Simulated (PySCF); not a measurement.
Species: methylidenesilylene, CH₂Si (singlet state).
Numbering: `[CH2:1]=[Si:2]` (hydrogens: H3, H4 on C1)

The same species was optimised twice, with GFN2-xTB and with PBE0-D3(BJ)/def2-SVP (PySCF), and the same property calculations (PySCF, gas phase) were run on both structures.

| coordinate | GFN2-xTB | PBE0-D3(BJ)/def2-SVP | change |
| --- | --- | --- | --- |
| C1=Si2 (Å) | 1.758 | 1.712 | -0.046 |
| C1–H4 (Å) | 1.082 | 1.100 | +0.018 |
| C1–H3 (Å) | 1.082 | 1.100 | +0.018 |
| Si2–C1–H3 (°) | 123.2 | 123.7 | +0.5 |
| H3–C1–H4 (°) | 113.6 | 113.1 | -0.5 |
| Si2–C1–H4 (°) | 123.2 | 123.2 | 0.0 |

Rotational constants: A = 305901, B = 15629, C = 14870 MHz (GFN2-xTB) against A = 297639, B = 16382, C = 15527 MHz (PBE0-D3(BJ)/def2-SVP). Point groups within 0.08 Å: C2v and C2v.

On the GFN2-xTB structure: HOMO (eV) -6.46 [PBE0/pcSseg-1]; LUMO (eV) -2.71 [PBE0/pcSseg-1]; dipole (D) 0.12 [PBE0/pcSseg-1]; GIAO shielding of C1 (ppm) 40.5 [PBE0/pcSseg-1]; GIAO shielding of Si2 (ppm) -436.5 [PBE0/pcSseg-1].

**Question.** What do these properties become on the PBE0-D3(BJ)/def2-SVP structure?

**Answer.** 
| property | level | on GFN2-xTB | on PBE0-D3(BJ)/def2-SVP | change |
| --- | --- | --- | --- | --- |
| HOMO (eV) | PBE0/pcSseg-1 | -6.46 | -6.58 | -0.12 |
| LUMO (eV) | PBE0/pcSseg-1 | -2.71 | -2.64 | +0.07 |
| dipole (D) | PBE0/pcSseg-1 | 0.12 | 0.01 | -0.11 |
| energy, GFN2-xTB geometry as zero (kcal/mol) | PBE0/pcSseg-1 | 0.0 | -1.0 | -1.0 |
| GIAO shielding of C1 (ppm) | PBE0/pcSseg-1 | 40.5 | 49.8 | +9.3 |
| GIAO shielding of Si2 (ppm) | PBE0/pcSseg-1 | -436.5 | -382.0 | +54.5 |

The heavy atoms differ by 0.023 Å rms after alignment. Among all bonds C1=Si2 changes most (-0.046 Å). Changes are differences of the printed values. Neither structure is proved a minimum here.
